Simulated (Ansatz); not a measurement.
The first iterations of a band of C4H7ClO (13 atoms, charge 0, multiplicity 1).

Method: RKS B3LYP-D4/def2-SVP in Ansatz.

```yaml
movable_images: 8
climbing_image: no
spring: 5.0 eV/Å²
optimiser: quadratic models (default)
start_path: IDPP
force_threshold: 0.05 eV/Å
iteration_limit: 60
end_points: relaxed
```

Initial state:

```xyz
13
Properties=species:S:1:pos:R:3
C 0.578 -2.503 -0.270
C 0.904 -1.211 -0.186
Cl 2.544 -0.723 0.285
O 0.077 -0.212 -0.509
C -0.122 0.850 0.435
C -1.107 1.828 -0.167
H 1.317 -3.282 -0.091
H -0.441 -2.772 -0.551
H 0.846 1.333 0.647
H -0.502 0.422 1.380
H -0.717 2.240 -1.110
H -2.069 1.336 -0.378
H -1.286 2.660 0.530
```

Final state:

```xyz
13
Properties=species:S:1:pos:R:3
C 0.579 -2.503 -0.272
C 0.904 -1.211 -0.187
Cl 2.544 -0.721 0.280
O 0.076 -0.212 -0.508
C -0.123 0.849 0.436
C -1.108 1.827 -0.166
H -0.441 -2.771 -0.550
H 1.319 -3.283 -0.097
H 0.845 1.332 0.649
H -0.503 0.421 1.382
H -0.717 2.238 -1.109
H -2.070 1.337 -0.375
H -1.285 2.661 0.531
```

| iteration | highest image above the first end (eV) | largest band force component (eV/Å) |
| --- | --- | --- |
| 1 | 2.914 | 2.027 |
| 2 | 2.922 | 0.747 |
| 3 | 2.847 | 1.007 |
| 4 | 2.736 | 1.126 |
| 5 | 2.652 | 0.962 |
| 6 | 2.562 | 0.680 |
| 7 | 2.459 | 0.685 |
| 8 | 2.276 | 0.584 |
| 9 | 2.240 | 0.538 |

Does the band converge within its limit, and where does its top end?

It converged. It ended after 29 iterations with the highest image 2.074 eV above the first end. The profile has 2 maxima (images 2, 5) with wells between them (image 3): this band takes more than one step, which may be the mechanism or a detour left from its start path. Neighbouring images differ by up to 1.7 eV, so the band resolves the path poorly. No image climbed, so the highest image needn't sit at the top of the path.

Time of the run: 10 min on 2 threads of Intel(R) Xeon(R) Platinum 8488C (Sapphire Rapids) (shared host), peak memory 0.32 GiB.
